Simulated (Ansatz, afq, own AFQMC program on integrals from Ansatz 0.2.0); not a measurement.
Integrals from Ansatz 0.2.0, then the random walk in our own AFQMC program (afq).

```yaml
crystal:
  periodic: [false, false, false]
  atoms:
    - {symbol: W, position_ang: [0.000000, 0.000000, 0.000000]}
    - {symbol: S, position_ang: [0.000000, 0.000000, 2.048814]}
basis:
  gaussian: {orbitals: def2-SVP}
magnetization: {spin_polarized: false}
correlation: {method: ccsd_t, electrons: outside_noble_gas, hamiltonian_folder: ham}
```

```sh
$ ansatz run in.yaml --threads 1 --pin off --events-out ev --progress --plain --max-ram 1843MiB
```

afq runs on the folder ham with

```
--method phaseless --trial cisd --walkers 60 --populations 1 --least-time 40 --time-step 0.005 --steps-per-block 50 --equilibration-blocks 40 --max-blocks 300 --target-error 0.00042 --factor-cut 1e-05 --seed 5162 --release-times 0.24,0.6,1.2,2,3,4.2 --release-step 0.04 --release-every 4 --taylor-order 6
```

Times are imaginary, in 1/Eh. The walk had a cap of 1026 s. Core potentials past Kr, no spin–orbit coupling.

Log:

```
orbitals 41  electrons 6 6  factors 329 of 477
reference energy -463.68053702 Eh
CCSD correlation -0.28621186 Eh in 18 cycles, weight of the determinant in the CISD state 0.7975
energy of the start -463.966749 Eh
 block  time / (1/Eh)  mean weight  energy / Eh
     1     0.250  1.0009  -463.963863
     2     0.500  1.0019  -463.966085
     3     0.750  1.0012  -463.972845
     4     1.000  0.9994  -463.973957
     5     1.250  1.0027  -463.975921
     8     2.000  0.9976  -463.993253
    17     4.250  0.9997  -463.991861
    41    10.250  0.9999  -463.973803
    65    16.250  0.9978  -464.010944
    89    22.250  0.9995  -463.986194
   113    28.250  0.9989  -463.986477
   137    34.250  1.0004  -463.981695
   161    40.250  0.9992  -463.979274
   185    46.250  0.9979  -464.007938
   209    52.250  0.9978  -463.985418
   225    56.250  0.9983  -464.018696
   233    58.250  0.9993  -463.983461
   257    64.250  0.9994  -463.986922
   281    70.250  1.0007  -463.977200
   305    76.250  1.0004  -463.980608
   321    80.250  0.9999  -463.968237
   329    82.250  0.9979  -463.998446
   337    84.250  0.9992  -464.005428
blocks merged  error / Eh  count
     1  0.000864  300
     2  0.001115  150
     4  0.001464  75
     8  0.001853  37
    16  0.002227  18
    32  0.002976  9
released: time / (1/Eh)  energy / Eh  error  mean overlap
  0.24  -463.991493  0.001698  0.9964
  0.60  -463.990818  0.001336  1.0013
  1.20  -463.991255  0.001735  1.0051
  2.00  -463.996119  0.002053  0.9548
  3.00  -463.993398  0.003432  0.9866
  4.20  -463.983557  0.006274  1.0852
energy -463.990626 +/- 0.002227 Eh
(rows thinned)
```

The run failed at least one of its tests; the cautions name the faults.

Against this walk (error 60.6 meV) on the same determinant: CCSD(T) 81.8 meV higher (within the noise), CCSDT(Q) 3.9 meV higher (within the noise). The error is statistical and leaves out the bias of the constraint. Released to 3.00 1/Eh the energy moves by -75 ± 111 meV (both errors), within twice the noise.

Cautions: constraint bias not in the error; error above the target (60.6 against 11.4 meV); no spin-orbit coupling; outer-core shells of the metal frozen; another spin lies lower; restricted determinant unstable towards unrestricted (UHF 782 meV lower, ⟨S²⟩ 1.41); strong correlation (T1 0.045, weight of the determinant 0.80, largest double 0.12); (T) is large, 7 % of the CCSD correlation; the bias of populations of 60 walkers isn't removed.

The walk took 5.3 min on 1 thread of Arm Neoverse V1 (shared host). The log's last line is the phaseless energy.

CCSDT and higher add their correlation energy to the determinant of the CCSD(T) run, since their own runs factorise the integrals more tightly (a shift of under 2 meV). A walk keeps the symmetry of its determinant, which the program's search chose and which needn't be the lowest solution, so a lower state of the same spin and another symmetry isn't excluded.
